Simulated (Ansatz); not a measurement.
Mulliken charges of `F/C=C\F` from B3LYP/def2-TZVPP in Ansatz (PBE0-D4/def2-TZVP geometry).

```
atom   x (Å)   y (Å)   z (Å)  charge (e)
  F1   0.176  -0.842  -1.506      -0.191
  C2   0.404   0.027  -0.525       0.083
  C3  -0.328   0.075   0.572       0.083
  F4  -1.356  -0.740   0.789      -0.191
  H5   1.239   0.694  -0.695       0.108
  H6  -0.136   0.785   1.366       0.108
```

Task: By hand: the dipole of these point charges (1 e Å = 4.8032 D).

Result: Σ q r = (0.351, 0.470, 0.213) e Å, of length 0.624 e Å = 3.00 D.

Task: How does the dipole of the full density compare? (Estimate.)

Result: Ansatz gave: (0.265, 0.355, 0.161) e Å, 2.26 D; the point charges give 1.33 times that, at 0° from its direction.

Point charges leave out the atoms' own dipoles, such as those of lone pairs, and Mulliken's split depends on the basis, so the two needn't agree.

B3LYP here is the variant with VWN-RPA as its local correlation; programs differ in this.
